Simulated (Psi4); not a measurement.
# BPH4F− (SMILES F[BH2-]P): a chain of runs

We compute a structure relaxation (singlet BPH4F−, PBEh-3c/def2-mSVP), then a single-point energy (doublet BPH4F, UPBEh-3c/def2-mSVP), then a geometry optimisation (doublet BPH4F, UPBEh-3c/def2-mSVP), then the energy (singlet BPH4F−, PBEh-3c/def2-mSVP) of BFH4P. 

The calculation is run with Psi4 1.11.

### Step 1. The system as given

BPH4F− has 7 atoms, charge -1, and is taken as a singlet. As SMILES, `F[BH2-]P`. Geometry: relaxed at GFN2-xTB. This is one conformer, not always the lowest. The run starts from this shape.

Bond lengths: F1–B2 1.417 Å, B2–P3 2.025 Å, B2–H4 1.213 Å, B2–H5 1.211 Å, P3–H6 1.384 Å, P3–H7 1.384 Å. Angles: F1–B2–P3 109.2°, F1–B2–H4 109.7°, F1–B2–H5 109.7°, P3–B2–H4 106.6°, P3–B2–H5 108.5°, B2–P3–H6 98.5°, B2–P3–H7 95.7°, H4–B2–H5 113.1°, H6–P3–H7 91.0°.

### Step 2. A structure relaxation at PBEh-3c/def2-mSVP (density fitting) (run 1)

job.dat

```
memory 1600 mb

molecule {
  -1 1
  F     -1.738560    -0.717540     0.312240
  B     -0.596340    -0.303470    -0.416790
  P      0.980010    -0.156390     0.845530
  H     -0.305490    -1.148250    -1.237630
  H     -0.797480     0.785350    -0.907670
  H      0.647050     1.042340     1.450960
  H      1.810810     0.497950    -0.046640
  symmetry c1
}

set reference rks

result = optimize('pbeh-3c')
```

Launch:

```bash
$ psi4 -i job.dat -o job.out -n 1
```

job.out:

```text
[...]
  Running in c1 symmetry.
[...]
  Nuclear repulsion =   93.969401461991964
[...]
  Multiplicity = 1
[...]
  Nalpha       = 17
  Nbeta        = 17
[...]
    Number of basis functions: 56
[...]
   @DF-RKS iter   1:  -467.73366289166086   -5.86048e-01   8.51641e-03 DIIS/ADIIS
[...]
   @DF-RKS iter   7:  -467.86759506284454   -1.13687e-12   3.11445e-09 DIIS
[...]
    Orbital Energies [Eh]
    ---------------------
    Doubly Occupied:
       1A    -77.499505     2A    -24.814544     3A     -6.743265
       4A     -6.577815     5A     -4.670200     6A     -4.668205
       7A     -4.664361     8A     -1.032159     9A     -0.490112
      10A     -0.355016    11A     -0.262204    12A     -0.258757
      13A     -0.240436    14A     -0.217567    15A     -0.141553
      16A     -0.104321    17A     -0.058760
[...]
  @DF-RKS Final Energy:  -467.86759506284454
   => Energetics <=
    Nuclear Repulsion Energy =             92.6323934597016887
    One-Electron Energy =                -839.3192286111240037
    Two-Electron Energy =                 301.7662442899903681
    DFT Exchange-Correlation Energy =     -22.9545370846674111
    Empirical Dispersion Energy =           0.0075328832548405
    VV10 Nonlocal Energy =                  0.0000000000000000
    Total Energy =                       -467.8675950628445435
[...]
 Multipole Moments:
 ------------------------------------------------------------------------------------
     Multipole            Electronic (a.u.)      Nuclear  (a.u.)        Total (a.u.)
 ------------------------------------------------------------------------------------
 L = 1.  Multiply by 2.5417464519 to convert [e a0] to [Debye]
 Dipole X            :         -2.7035823            3.0005436            0.2969612
 Dipole Y            :         -2.4979511            2.6909581            0.1930070
 Dipole Z            :          2.2578482           -1.8334834            0.4243648
 Magnitude           :                                                    0.5527415
[...]
  -Total Gradient:
     Atom            X                  Y                   Z
    ------   -----------------  -----------------  -----------------
       1       -0.000009462193     0.000135491441     0.000021589316
       2       -0.000044223703     0.000030389082     0.000016889957
       3       -0.000048342544     0.000036765779    -0.000008229693
       4       -0.000053669559     0.000021712759     0.000030958661
       5        0.000030325700     0.000057485971    -0.000029685767
       6        0.000037398798     0.000041595479    -0.000017935029
       7        0.000029190880    -0.000045462176     0.000034608169
[...]
```

The script printed:

```text
Optimizer: Optimization complete!
```

Wall time 26 s (1 thread of Intel Xeon at 2.60GHz (Ice Lake), shared host); peak memory 0.47 GiB.

The path in brief:

```csv
step,energy from the first frame kept (eV),largest force (eV/Å)
0,0.0000,1.0851
1,-0.0811,0.1136
2,-0.0858,0.0648
3,-0.0870,0.0344
4,-0.0871,0.0109
5,-0.0871,0.0071
```

After the run. Bond lengths: F1–B2 1.431 Å, B2–P3 2.040 Å, B2–H4 1.236 Å, B2–H5 1.233 Å, P3–H6 1.426 Å, P3–H7 1.423 Å. Angles: F1–B2–P3 109.4°, F1–B2–H4 112.4°, F1–B2–H5 112.1°, P3–B2–H4 103.4°, P3–B2–H5 109.5°, B2–P3–H6 102.6°, B2–P3–H7 97.5°, H4–B2–H5 109.7°, H6–P3–H7 92.1°.

### Step 3. Doublet neutral BPH4F: the energy at UPBEh-3c/def2-mSVP (density fitting) (run 2)

calc.dat

```
memory 1.6 GB

molecule molecule1 {
  0 2
  F     -3.27458735    -1.54008144     0.52411743
  B     -1.14088057    -0.52506796    -0.79073889
  P      1.83071376    -0.20997881     1.64532784
  H     -0.33778477    -1.97316887    -2.43899014
  H     -1.60108747     1.55653150    -1.72896334
  H      1.46472483     2.24020985     2.70527712
  H      3.63581606     0.71414829    -0.12069681
  units au
  symmetry c1
}

set globals {
  reference uks
}

result = energy("pbeh-3c")
print_variables()
```

Launch:

```bash
$ psi4 -n 1 calc.dat calc.out
```

calc.out:

```text
[...]
  Running in c1 symmetry.
[...]
  Nuclear repulsion =   92.632394687136880
[...]
  Multiplicity = 2
[...]
  Nalpha       = 17
  Nbeta        = 16
[...]
    Number of basis functions: 56
[...]
   @DF-UKS iter   1:  -467.64309980211175   -5.67906e-01   7.38781e-03 ADIIS/DIIS
[...]
   @DF-UKS iter  12:  -467.74892409216102   -1.17513e-08   5.68999e-07 DIIS
[...]
   @S^2 Observed:                7.581385911E-01
[...]
    Orbital Energies [Eh]
    ---------------------
    Alpha Occupied:
       1A    -77.803998     2A    -25.041091     3A     -6.990900
       4A     -6.882412     5A     -4.978604     6A     -4.971197
       7A     -4.968963     8A     -1.253527     9A     -0.776496
      10A     -0.590530    11A     -0.497540    12A     -0.488815
      13A     -0.477548    14A     -0.461872    15A     -0.405109
      16A     -0.350109    17A     -0.336504
    Alpha Virtual:
      18A      0.024274    19A      0.054840    20A      0.126993
      21A      0.139318    22A      0.223773    23A      0.261498
      24A      0.307691    25A      0.324439    26A      0.365168
[...]
  @DF-UKS Final Energy:  -467.74892409216102
   => Energetics <=
    Nuclear Repulsion Energy =             92.6323946871368804
    One-Electron Energy =                -830.7899301891584400
    Two-Electron Energy =                 293.1527441157688258
    DFT Exchange-Correlation Energy =     -22.7516655855954717
    Empirical Dispersion Energy =           0.0075328796871765
    VV10 Nonlocal Energy =                  0.0000000000000000
    Total Energy =                       -467.7489240921610190
[...]
 Multipole Moments:
 ------------------------------------------------------------------------------------
     Multipole            Electronic (a.u.)      Nuclear  (a.u.)        Total (a.u.)
 ------------------------------------------------------------------------------------
 L = 1.  Multiply by 2.5417464519 to convert [e a0] to [Debye]
 Dipole X            :         -1.5647605            3.0005429            1.4357824
 Dipole Y            :         -2.0716273            2.6909584            0.6193311
 Dipole Z            :          2.3406037           -1.8334845            0.5071192
 Magnitude           :                                                    1.6438406
[...]
```

It took 8.1 s on 1 thread of Intel Xeon at 2.60GHz (Ice Lake), shared host; peak memory 0.43 GiB.

### Step 4. Doublet neutral BPH4F: a structure relaxation at UPBEh-3c/def2-mSVP (density fitting) (run 3)

input.in

```
memory 1600 mb

molecule system {
  0 2
  F
  B 1 r2
  P 2 r3 1 a3
  H 2 r4 1 a4 3 d4
  H 2 r5 4 a5 1 d5
  H 3 r6 2 a6 5 d6
  H 3 r7 6 a7 2 d7

  r2 = 1.430914
  r3 = 2.040187
  a3 = 109.36756
  r4 = 1.236361
  a4 = 112.43402
  d4 = 114.24124
  r5 = 1.232553
  a5 = 109.73463
  d5 = -125.42397
  r6 = 1.42592
  a6 = 102.60186
  d6 = 34.97058
  r7 = 1.423009
  a7 = 92.12165
  d7 = 98.16967
  symmetry c1
}

set reference uks

e_tot = optimize("pbeh-3c")
```

Launch:

```bash
$ psi4 input.in input.out -n 1
```

input.out:

```text
[...]
  Running in c1 symmetry.
[...]
  Nuclear repulsion =   92.632400112022836
[...]
  Multiplicity = 2
[...]
  Nalpha       = 17
  Nbeta        = 16
[...]
    Number of basis functions: 56
[...]
   @DF-UKS iter   1:  -467.64309980342449   -5.67906e-01   7.38781e-03 DIIS/ADIIS
[...]
   @DF-UKS iter   8:  -467.77191551855913   -1.02318e-12   4.85889e-09 DIIS
[...]
   @S^2 Observed:                7.565336826E-01
[...]
  @DF-UKS Final Energy:  -467.77191551855913
   => Energetics <=
    Nuclear Repulsion Energy =             93.5220584941902047
    One-Electron Energy =                -832.4850125686607498
    Two-Electron Energy =                 293.9561462477125815
    DFT Exchange-Correlation Energy =     -22.7730035357939116
    Empirical Dispersion Energy =           0.0078958439927312
    VV10 Nonlocal Energy =                  0.0000000000000000
    Total Energy =                       -467.7719155185591262
[...]
 Multipole Moments:
 ------------------------------------------------------------------------------------
     Multipole            Electronic (a.u.)      Nuclear  (a.u.)        Total (a.u.)
 ------------------------------------------------------------------------------------
 L = 1.  Multiply by 2.5417464519 to convert [e a0] to [Debye]
 Dipole X            :          1.2969805           -1.6012304           -0.3042499
 Dipole Y            :         -0.0379626           -0.7679256           -0.8058883
 Dipole Z            :         -3.2040061            4.0718860            0.8678799
 Magnitude           :                                                    1.2227998
[...]
  -Total Gradient:
     Atom            X                  Y                   Z
    ------   -----------------  -----------------  -----------------
       1       -0.000149215415    -0.000013061045    -0.000047202303
       2       -0.000070289693     0.000025241824    -0.000029485837
       3       -0.000019216696    -0.000021039162    -0.000018075955
       4       -0.000034815946    -0.000002643459    -0.000099068232
       5       -0.000043386828    -0.000008448823     0.000021501162
       6       -0.000032772443     0.000000712901     0.000029750245
       7        0.000061453337    -0.000005195249    -0.000021962903
[...]
```

The script printed:

```text
Optimizer: Optimization complete!
```

It took 71 s on 1 thread of Intel Xeon at 2.60GHz (Ice Lake), shared host; peak memory 0.47 GiB.

The path in brief:

```csv
step,energy from the first frame kept (eV),largest force (eV/Å)
0,0.0000,3.8795
1,-0.4900,1.6245
2,-0.6054,0.3241
3,-0.6184,0.1174
4,-0.6223,0.0902
5,-0.6250,0.0894
6,-0.6254,0.0390
7,-0.6255,0.0217
8,-0.6256,0.0244
9,-0.6256,0.0097
10,-0.6256,0.0081
```

After the run. Bond lengths: F1–B2 1.356 Å, B2–P3 2.079 Å, B2–H4 1.201 Å, B2–H5 1.246 Å, P3–H6 1.409 Å, P3–H7 1.408 Å. Angles: F1–B2–P3 112.8°, F1–B2–H4 119.2°, F1–B2–H5 116.1°, P3–B2–H4 106.0°, P3–B2–H5 80.3°, B2–P3–H6 110.1°, B2–P3–H7 103.9°, H4–B2–H5 115.2°, H6–P3–H7 96.6°.

### Step 5. A single-point energy at PBEh-3c/def2-mSVP (density fitting) (run 4)

bfh4p.xyz

```xyz
7
BFH4P
F     -1.743884    -0.824991     0.272502
B     -0.673877    -0.315983    -0.386870
P      0.996824    -0.100077     0.832197
H     -0.286570    -0.861926    -1.384552
H     -0.572261     0.925414    -0.388689
H      0.756775     0.883655     1.812341
H      1.887544     0.661812     0.051926
```

run.py

```python
import psi4

psi4.set_memory(1600000000)
psi4.set_num_threads(1)
psi4.set_output_file('bfh4p.out', False)

with open('bfh4p.xyz') as f:
    atoms = ''.join(f.readlines()[2:])
molecule = psi4.geometry('-1 1\n' + atoms + '')

psi4.set_options({
    'reference': 'rks',
})

e = psi4.energy("pbeh-3c")
print(f'pbeh-3c energy: {e:.10f} Eh')
for k, v in sorted(psi4.core.scalar_variables().items()):
    print(f'{k:45s} {v:18.10f}')
```

Launch:

```bash
$ python run.py
```

bfh4p.out:

```text
[...]
  Running in c1 symmetry.
[...]
  Nuclear repulsion =   93.522072509962115
[...]
  Multiplicity = 1
[...]
  Nalpha       = 17
  Nbeta        = 17
[...]
    Number of basis functions: 56
[...]
   @DF-RKS iter   1:  -467.71192190648247   -5.54912e-01   8.28769e-03 ADIIS/DIIS
[...]
   @DF-RKS iter   8:  -467.83789663497072   -8.61485e-09   2.53398e-07 DIIS
[...]
    Orbital Energies [Eh]
    ---------------------
    Doubly Occupied:
       1A    -77.483391     2A    -24.842211     3A     -6.746854
       4A     -6.562289     5A     -4.655027     6A     -4.652734
       7A     -4.648652     8A     -1.074107     9A     -0.484416
      10A     -0.377728    11A     -0.291871    12A     -0.282580
      13A     -0.270585    14A     -0.221987    15A     -0.138381
      16A     -0.119716    17A     -0.005803
[...]
  @DF-RKS Final Energy:  -467.83789663497072
   => Energetics <=
    Nuclear Repulsion Energy =             93.5220725099621149
    One-Electron Energy =                -840.9082109902583397
    Two-Electron Energy =                 302.5135307807083223
    DFT Exchange-Correlation Energy =     -22.9731847864166312
    Empirical Dispersion Energy =           0.0078958510338556
    VV10 Nonlocal Energy =                  0.0000000000000000
    Total Energy =                       -467.8378966349707184
[...]
 Multipole Moments:
 ------------------------------------------------------------------------------------
     Multipole            Electronic (a.u.)      Nuclear  (a.u.)        Total (a.u.)
 ------------------------------------------------------------------------------------
 L = 1.  Multiply by 2.5417464519 to convert [e a0] to [Debye]
 Dipole X            :         -3.2806480            3.1574286           -0.1232194
 Dipole Y            :         -2.8441461            2.9760259            0.1318798
 Dipole Z            :          1.1874181           -0.9527941            0.2346240
 Magnitude           :                                                    0.2960131
[...]
```

The script printed:

```text
pbeh-3c energy: -467.8378966350 Eh
CURRENT ENERGY                                   -467.8378966350
CURRENT REFERENCE ENERGY                         -467.8378966350
DD SOLVATION ENERGY                                 0.0000000000
DFT FUNCTIONAL TOTAL ENERGY                      -467.8457924860
DFT TOTAL ENERGY                                 -467.8378966350
DFT VV10 ENERGY                                     0.0000000000
DFT XC ENERGY                                     -22.9731847864
DISPERSION CORRECTION ENERGY                        0.0078958510
GRID ELECTRONS ALPHA                               17.0000135448
GRID ELECTRONS BETA                                17.0000135448
GRID ELECTRONS TOTAL                               34.0000270897
NUCLEAR REPULSION ENERGY                           93.5220725100
ONE-ELECTRON ENERGY                              -840.9082109903
PBEH3C DISPERSION CORRECTION ENERGY                -0.0020483885
PCM POLARIZATION ENERGY                             0.0000000000
PE ENERGY                                           0.0000000000
SCF ITERATION ENERGY                             -467.8378966350
SCF ITERATIONS                                      8.0000000000
SCF TOTAL ENERGY                                 -467.8378966350
TWO-ELECTRON ENERGY                               302.5135307807
XC GRID RADIAL POINTS                              75.0000000000
XC GRID SPHERICAL POINTS                          302.0000000000
XC GRID TOTAL POINTS                           151677.0000000000
```

Run time: 6 s. Hardware: 1 thread of Intel Xeon at 2.60GHz (Ice Lake), shared host; peak memory 0.44 GiB.

### Step 6. Outcome

| quantity | value |
| --- | --- |
| run 1, PBEh-3c/def2-mSVP: total energy at the end | -467.86760 Eh |
| run 1, PBEh-3c/def2-mSVP: HOMO energy | -1.60 eV |
| run 1, PBEh-3c/def2-mSVP: LUMO energy | 7.35 eV |
| run 1, PBEh-3c/def2-mSVP: HOMO–LUMO gap (to an unbound level, set by the basis) | 8.95 eV |
| doublet neutral BPH4F, run 2: total energy | -467.74892 Eh |
| doublet neutral BPH4F, run 2: dipole moment | 4.18 D |
| doublet neutral BPH4F, run 2: HOMO energy (highest over α and β) | -8.94 eV |
| doublet neutral BPH4F, run 2: LUMO energy (lowest over α and β) | -4.81 eV |
| doublet neutral BPH4F, run 2: ⟨S²⟩ | 0.758 |
| doublet neutral BPH4F, run 3: total energy at the end | -467.77192 Eh |
| doublet neutral BPH4F, run 3: dipole moment | 3.11 D |
| doublet neutral BPH4F, run 3: HOMO energy (highest over α and β) | -8.12 eV |
| doublet neutral BPH4F, run 3: LUMO energy (lowest over α and β) | -3.39 eV |
| doublet neutral BPH4F, run 3: ⟨S²⟩ | 0.757 |
| run 4, PBEh-3c/def2-mSVP: total energy | -467.83790 Eh |
| run 4, PBEh-3c/def2-mSVP: HOMO energy | -0.16 eV |
| run 4, PBEh-3c/def2-mSVP: LUMO energy | 7.60 eV |
| run 4, PBEh-3c/def2-mSVP: HOMO–LUMO gap (to an unbound level, set by the basis) | 7.75 eV |
| adiabatic ionisation energy (to the doublet neutral, no zero-point term) | 2.604 eV |

**Reading.** The adiabatic ionisation energy (to the doublet neutral, no zero-point term) is 2.60 eV (60 kcal/mol). The optimisation (run 1, PBEh-3c/def2-mSVP) took 6 steps and changed the energy by -0.087 eV. The optimisation (doublet neutral BPH4F, run 3) took 11 steps and changed the energy by -0.626 eV.
